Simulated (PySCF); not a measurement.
Species: carbonate ion, CO3 (charge -2).
Bonds: O1–C2 (double), C2–O3, C2–O4.

Level: PBE0/pcSseg-1 in PySCF, non-relativistic, on one gas-phase PBE0-D3(BJ)/def2-SVP geometry that isn't relaxed in the solvent. The solvent is an IEF-PCM continuum (Bondi radii, 1.10 Å for H, scaled by 1.2). The model holds no explicit solvent molecules, cavitation or dispersion.

Gas phase at PBE0/pcSseg-1: HOMO 7.34 eV, LUMO 15.94 eV.

Task: What does the continuum do to the energy and the frontier levels at PBE0/pcSseg-1 in dichloromethane and water?

Result: 
```json
{"solvent": "dichloromethane", "ε": "8.93", "E(solvent) − E(gas) (kJ/mol)": "-964.92", "polarisation term (kJ/mol)": "-965.32", "distortion of the solute (kJ/mol)": "0.40", "HOMO (eV)": "-2.73", "LUMO (eV)": "5.94"}
{"solvent": "water", "ε": "78.36", "E(solvent) − E(gas) (kJ/mol)": "-1072.85", "polarisation term (kJ/mol)": "-1073.39", "distortion of the solute (kJ/mol)": "0.54", "HOMO (eV)": "-3.86", "LUMO (eV)": "4.83"}
```

Polarisation term: ½ Σ q·V over the induced surface charges. Distortion: the rise of the solute's own energy as its density leaves the gas-phase optimum. From dichloromethane to water the lowering changes by a factor 1.11, Born's factor 1 − 1/ε by 1.11 and ε itself by 8.8.

Task: Which radius a makes Born's formula ΔE = −(q²/2a)(1 − 1/ε) give the value in water?

Result: a = q²(1 − 1/ε)/(2|ΔE|) = 2.56 Å, with q = -2 e and |ΔE| = 0.4086 Eh; the farthest nucleus lies 1.30 Å from the centroid of the nuclei. The formula assumes a point charge at the centre of a sphere.

Task: Which Hirshfeld charges (PBE0/pcSseg-1) respond most in dichloromethane (means over atoms taken as equivalent)?

Result: 
| atoms | environment | gas (e) | solvent (e) | change |
| --- | --- | --- | --- | --- |
| C2 | carbonate carbon | -0.002 | -0.009 | -0.007 |
| O1/O3/O4 | oxygen bonded to C | -0.666 | -0.664 | +0.002 |

Task: How do the nuclear quadrupole coupling constants eQVzz/h respond in dichloromethane?

Result: 
```json
{"nucleus": "17O at O1", "Q (barn)": "-0.0256", "gas (MHz)": "8.13", "solvent (MHz)": "7.97", "η gas": "0.95", "η solvent": "0.97"}
{"nucleus": "17O at O3", "Q (barn)": "-0.0256", "gas (MHz)": "8.13", "solvent (MHz)": "7.97", "η gas": "0.95", "η solvent": "0.97"}
{"nucleus": "17O at O4", "Q (barn)": "-0.0256", "gas (MHz)": "8.13", "solvent (MHz)": "7.97", "η gas": "0.95", "η solvent": "0.97"}
```

Time: 1.5 s wall; peak memory 0.40 GiB. Hardware: an Arm Neoverse V1 with one thread (shared host). This is the whole shielding run at PBE0/pcSseg-1 in water, SCF included.
